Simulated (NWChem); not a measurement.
# Extrapolating the MP2 correlation energy of formamide (CH3NO)

```
C
O 1 1.2195
N 1 1.3658 2 125.35
H 3 1.0194 1 121.60 2 180.00
H 3 1.0220 4 119.19 1 180.00
H 1 1.1307 2 123.23 3 180.00
```
Charge 0, spin multiplicity 1.

All runs are NWChem calculations. The geometry was optimised at PBE/def2-SVP, a minimum by its harmonic frequencies. It is one conformer; others weren't searched.

The correlated methods keep 3 core orbitals frozen.

Worked example. The MP2 correlation energy is -485.23 mHa in cc-pVDZ and -606.26 mHa in cc-pVTZ. The form E(X) = E∞ + A/X³ turns the pair into an estimate of the basis-set limit.

E∞ = (3³·(-606.26) − 2³·(-485.23))/(3³ − 2³) = -657.2 mHa. The larger basis holds 92 % of that, at about 8 times the processor time of the smaller one. This is a two-point estimate, and a rough one from so small a pair.
